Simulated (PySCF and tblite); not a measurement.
The numbers below are computed, except where a source is named.
C5H10, numbered as in [CH2:1]=[CH:2][CH2:3][CH2:4][CH3:5].

First level. Free energies: PBE0-D3(BJ)/pcSseg-1 (IEF-PCM, chloroform) on PBE0-D3(BJ)/def2-SVP structures plus GFN2-xTB thermal terms, symmetry and mirror images included. Conformers within 4 kcal/mol (GFN2-xTB free energy) were kept, 6 at most. GIAO shieldings: PBE0/pcSseg-1 (IEF-PCM, chloroform). Shifts are against TMS (¹H), TMS (¹³C) at the same level; of two unlike H on one atom, a is the less shielded. Codes: tblite and PySCF.

It gives, at 298.15 K, with 5 conformers (largest weight 36 %): ¹H: 6.15 (H2, 1H), 5.38 (H1a, 1H), 5.33 (H1b, 1H), 2.02 (H3, 2H), 1.32 (H4, 2H), 0.95 (H5, 3H) ppm. ¹³C: 150.6 (C2), 122.5 (C1), 40.0 (C3), 25.1 (C4), 15.4 (C5) ppm.

Second level: PBE0-D3(BJ)/def2-SVP geometries, energies OLYP-D3(BJ)/def2-SVPD, shieldings LDA/pcSseg-1, on up to 4 of the same conformers.

(1) How do the averaged shifts change?

Shifts are unscaled: against experiment ¹³C can be off by 15 ppm or more and ¹H by 0.8 ppm.

## Answers

(1) 
```json
{"signal": "H1a", "first": "5.38", "second": "5.40", "change (ppm)": "0.02"}
{"signal": "H1b", "first": "5.33", "second": "5.32", "change (ppm)": "0.00"}
{"signal": "H2", "first": "6.15", "second": "6.18", "change (ppm)": "0.03"}
{"signal": "H3", "first": "2.02", "second": "2.09", "change (ppm)": "0.07"}
{"signal": "H4", "first": "1.32", "second": "1.38", "change (ppm)": "0.07"}
{"signal": "H5", "first": "0.95", "second": "0.95", "change (ppm)": "0.00"}
{"signal": "C1", "first": "122.5", "second": "126.5", "change (ppm)": "4.0"}
{"signal": "C2", "first": "150.6", "second": "154.1", "change (ppm)": "3.5"}
{"signal": "C3", "first": "40.0", "second": "43.9", "change (ppm)": "3.8"}
{"signal": "C4", "first": "25.1", "second": "25.6", "change (ppm)": "0.5"}
{"signal": "C5", "first": "15.4", "second": "14.2", "change (ppm)": "-1.2"}
```

The largest weight becomes 36 %.
